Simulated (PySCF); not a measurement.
Reaction (SMILES): Cl[C]Cl (closed-shell singlet) + 3 [H][H] (H2) → C (CH4) + 2 Cl (HCl)
B3LYP-D3(BJ)/def2-TZVP geometries, fixed; electronic energies without zero-point terms.

Basis-set convergence of the energy of full hydrogenation at M06-2X with PySCF. All functions are spherical. Density fitting with generated auxiliary sets. No added dispersion term, no relativity. Functions are those of the species that has most. Reference: the value in def2-QZVPPD, -129.39 kcal/mol, itself unsure by roughly 0.09 kcal/mol (its mean distance from pcseg-3, def2-QZVPP, cc-pV(Q+d)Z).

| basis | functions | energy of full hydrogenation (kcal/mol) |
|---|---|---|
| 6-31G** | 50 | -131.09 |
| def2-SVP | 50 | -132.30 |
| cc-pV(D+d)Z | 60 | ___ |
| 6-311+G** | 82 | ___ |
| aug-cc-pV(D+d)Z | 87 | -129.34 |
| 6-311++G(2d,2p) | 97 | -130.90 |
| pcseg-2 | 98 | -129.59 |
| def2-TZVP | 105 | ___ |
| 6-311++G(3df,3pd) | 133 | -129.53 |
| def2-TZVPPD | 139 | -129.38 |
| aug-pcseg-2 | 146 | ___ |
| cc-pV(Q+d)Z | 183 | -129.16 |
| pcseg-3 | 192 | -129.35 |

### Question
Complete the blanks.

### Answer

- cc-pV(D+d)Z, energy of full hydrogenation (kcal/mol): -127.92
- 6-311+G**, energy of full hydrogenation (kcal/mol): -131.46
- def2-TZVP, energy of full hydrogenation (kcal/mol): -127.19
- aug-pcseg-2, energy of full hydrogenation (kcal/mol): -128.93
